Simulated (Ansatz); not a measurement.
# B3LYP/6-311+G(d,p) run of BN2H5 (SMILES NBN)

What is the vertical electron affinity of BN2H5 at B3LYP/6-311+G**? 

Program for the calculation: Ansatz 0.2.0.

41 further runs of the same task are left out: 41 set aside as unsound or not needed.

**1. Starting point**

BN2H5: 8 atoms, total charge 0, spin state singlet. As SMILES, `NBN`. Geometry: relaxed at PBE0-D4/def2-TZVP.

Bond lengths: N1–B2 1.409 Å, B2–N3 1.409 Å, N1–H4 1.005 Å, N1–H5 1.002 Å, B2–H6 1.200 Å, N3–H7 1.003 Å, N3–H8 1.005 Å. Angles: N1–B2–N3 122.9°, N1–B2–H6 118.5°, N3–B2–H6 118.5°, B2–N1–H4 124.5°, B2–N1–H5 121.9°, B2–N3–H7 121.9°, B2–N3–H8 124.5°, H4–N1–H5 113.6°, H7–N3–H8 113.6°.

**2. The energy at B3LYP/6-311+G(d,p)**

File input.yaml:

```yaml
crystal:
  periodic: [false, false, false]
  atoms:
    - {symbol: N, position_ang: [-0.971000, 0.516500, -0.581100]}
    - {symbol: B, position_ang: [0.194200, 0.386600, 0.200500]}
    - {symbol: N, position_ang: [0.848200, -0.845200, 0.401400]}
    - {symbol: H, position_ang: [-1.426800, -0.244500, -1.053400]}
    - {symbol: H, position_ang: [-1.423900, 1.400900, -0.713700]}
    - {symbol: H, position_ang: [0.649700, 1.368600, 0.718000]}
    - {symbol: H, position_ang: [1.676700, -0.919800, 0.960900]}
    - {symbol: H, position_ang: [0.545000, -1.720300, 0.011600]}
basis:
  gaussian: {orbitals: 6-311+G_st__st_.json}
output: {orbitals: {seedname: orbitals}}
accuracy: high
hamiltonian: {xc: {name: B3LYP}}
```

The basis set 6-311+G** is read from a file made from the Basis Set Exchange's data (not shown).

Launch:

```bash
$ ansatz run input.yaml --threads 1 --pin off --max-ram 3480MiB --events-out events.jsonl --progress --plain --runs-dir runs
```

The program printed:

```text
Warning: RAYON_NUM_THREADS=1 ignored (pool sized by the plan → 1); use --threads N
Functional definition: B3LYP
  name "B3LYP"
  parameter a0 = 0.2
  parameter ax = 0.72
  parameter ac = 0.81
  exchange = (1 - a0 - ax)*slater_x + ax*b88_x + a0*exact_x
  correlation = (1 - ac)*vwn_rpa_c + ac*lyp_c
1919 factors; integrals over basis functions are off by at most 3.4e-9 eV
mean field evaluation 1: about -3728.4414 eV, gradient 8.4e1 eV
mean field evaluation 2: about -3708.8120 eV, gradient 1.2e2 eV
mean field evaluation 4: about -3741.6208 eV, gradient 1.5e0 eV
mean field evaluation 8: about -3741.6192 eV, gradient 1.1e-1 eV
mean field evaluation 16: about -3741.6192 eV, gradient 8.2e-7 eV
mean field -3741.61923681 eV, -137.5019707921 hartree, gradient 8.1e-8 eV, S^2 0.000000; 0 other end points of the search recorded, 0 dependent functions left out
reference -3741.61927830 eV, -137.5019723169 hartree; 12, 12 occupied and 84, 84 virtual orbitals, 1919 factors
Total energy: -3741.61927830 eV, -137.5019723169 hartree
```

It took 3.3 s on 1 thread of Intel Xeon 6975P-C (Granite Rapids), shared host; peak memory 0.27 GiB.

**3. The doublet anion at the same level**

File in.yaml:

```yaml
crystal:
  periodic: [false, false, false]
  atoms:
    - {symbol: "N", position_ang: [-0.971000, 0.516500, -0.581100]}
    - {symbol: B, position_ang: [0.194200, 0.386600, 0.200500]}
    - {symbol: N, position_ang: [0.848200, -0.845200, 0.401400]}
    - {symbol: H, position_ang: [-1.426800, -0.244500, -1.053400]}
    - {symbol: H, position_ang: [-1.423900, 1.400900, -0.713700]}
    - {symbol: H, position_ang: [0.649700, 1.368600, 0.718000]}
    - {symbol: H, position_ang: [1.676700, -0.919800, 0.960900]}
    - {symbol: H, position_ang: [0.545000, -1.720300, 0.011600]}
basis:
  gaussian:
    orbitals: 6-311+G_st__st_.json
total_charge: -1
magnetization:
  spin_polarized: true
  initial_magnetization: 1
hamiltonian:
  xc: {name: B3LYP}
accuracy: high
output: {orbitals: {seedname: orbitals}}
```

The basis set 6-311+G** is read from a file made from the Basis Set Exchange's data (not shown).

Launch:

```bash
$ ansatz run in.yaml --threads 1 --pin off --max-ram 3480MiB --events-out events.jsonl --progress --plain --runs-dir runs
```

The program printed:

```text
Warning: RAYON_NUM_THREADS=1 ignored (pool sized by the plan → 1); use --threads N
[... 7 set-up lines as earlier in the session ...]
1919 factors; integrals over basis functions are off by at most 3.4e-9 eV
mean field evaluation 1: about -3736.0914 eV, gradient 3.4e1 eV
mean field evaluation 2: about -3729.3664 eV, gradient 5.1e1 eV
mean field evaluation 4: about -3740.5337 eV, gradient 8.7e-1 eV
mean field evaluation 8: about -3740.6787 eV, gradient 5.8e-2 eV
mean field evaluation 16: about -3740.6794 eV, gradient 1.9e-3 eV
mean field evaluation 32: about -3740.6794 eV, gradient 1.5e-7 eV
mean field evaluation 64: about -3740.4557 eV, gradient 1.8e-2 eV
mean field -3740.67940370 eV, -137.4674325623 hartree, gradient 4.3e-8 eV, S^2 0.750079; 7 other end points of the search recorded, 0 dependent functions left out
reference -3740.67944002 eV, -137.4674338972 hartree; 13, 12 occupied and 83, 84 virtual orbitals, 1919 factors
Total energy: -3740.67944002 eV, -137.4674338972 hartree
```

It took 29 s on 1 thread of Intel Xeon 6975P-C (Granite Rapids), shared host; peak memory 0.42 GiB.

**4. Outcome**

At B3LYP/6-311+G**:

| quantity | value |
| --- | --- |
| singlet BN2H5: total energy | -137.50197 Eh |
| singlet BN2H5: HOMO energy | -6.69 eV |
| singlet BN2H5: LUMO energy | -0.13 eV |
| singlet BN2H5: HOMO–LUMO gap | 6.56 eV |
| doublet anion: total energy | -137.46743 Eh |
| doublet anion: HOMO energy (highest over α and β) | 2.13 eV |
| doublet anion: LUMO energy (lowest over α and β) | 3.02 eV |
| doublet anion: ⟨S²⟩ | 0.750 |
| vertical electron affinity (to the doublet anion) | -0.940 eV |

The anion lies 0.94 eV (21.7 kcal/mol) above the neutral: the electron isn't bound at this level, and such a value depends on the basis. The HOMO (doublet anion) lies at positive energy, 2.13 eV; only total energies tell whether the electron is bound.
